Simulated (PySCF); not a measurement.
Geometries of 4 isomers of C4H8O, from PBE0-D3(BJ)/def2-SVP geometry optimisation, gas phase in PySCF. One conformer each, no zero-point energy, no frequencies.

Question: Which is lowest in electronic energy at this level?
A.
```xyz
13
angstrom
C      1.709    0.850    0.504
O      0.682    0.057    1.023
C     -0.035   -0.607    0.048
C     -1.449   -0.931    0.368
C     -1.137    0.119   -0.668
H      2.212    1.342    1.348
H      1.326    1.627   -0.184
H      2.458    0.248   -0.047
H      0.550   -1.340   -0.529
H     -1.808   -0.581    1.339
H     -1.852   -1.894    0.045
H     -1.323   -0.104   -1.722
H     -1.302    1.161   -0.382
```
B.
```xyz
13
angstrom
C     -1.712   -0.105    0.639
C     -0.256   -0.504    0.468
C      0.535    0.479   -0.375
C      1.984    0.127   -0.546
O      2.518   -0.832   -0.057
H     -2.259   -0.838    1.251
H     -1.806    0.875    1.134
H     -2.228   -0.033   -0.332
H     -0.184   -1.503    0.009
H      0.234   -0.603    1.450
H      0.501    1.502    0.049
H      0.103    0.592   -1.388
H      2.571    0.844   -1.181
```
C.
```xyz
13
angstrom
O      1.380    1.511   -0.256
C      0.506    0.598    0.331
C     -0.923    0.621   -0.217
C     -0.955   -0.911   -0.056
C      0.586   -0.895   -0.053
H      2.227    1.456    0.197
H      0.488    0.704    1.434
H     -1.675    1.232    0.303
H     -0.893    0.912   -1.278
H     -1.361   -1.210    0.923
H     -1.461   -1.501   -0.834
H      0.984   -0.977   -1.076
H      1.129   -1.591    0.604
```
D.
```xyz
13
angstrom
C      1.725    1.792   -0.398
C      0.843    1.027    0.244
C      0.250   -0.229   -0.303
O     -1.136   -0.209   -0.120
C     -1.763   -1.372   -0.555
H      2.154    2.683    0.067
H      2.055    1.554   -1.414
H      0.515    1.290    1.257
H      0.690   -1.104    0.227
H      0.515   -0.347   -1.375
H     -2.840   -1.270   -0.362
H     -1.393   -2.270   -0.019
H     -1.616   -1.545   -1.641
```

Answer: B. That is butanal (`CCCC=O`), 13.3 kcal/mol below the next.

```csv
SMILES,atoms numbered as above,E (Eh),relative (kcal/mol),relative (kJ/mol),dipole (D)
CCCC=O,[CH3:1][CH2:2][CH2:3][CH:4]=[O:5],-232.02132,0.0,0.0,2.51
OC1CCC1,[OH:1][CH:2]1[CH2:3][CH2:4][CH2:5]1,-232.00006,13.3,55.8,1.45
COC1CC1,[CH3:1][O:2][CH:3]1[CH2:4][CH2:5]1,-231.97907,26.5,110.9,1.19
C=CCOC,[CH2:1]=[CH:2][CH2:3][O:4][CH3:5],-231.97689,27.9,116.7,1.23
```

As drawn, the lowest has a C=O bond, which the highest lacks; the highest has a C=C bond outside aromatic rings, which the lowest lacks.
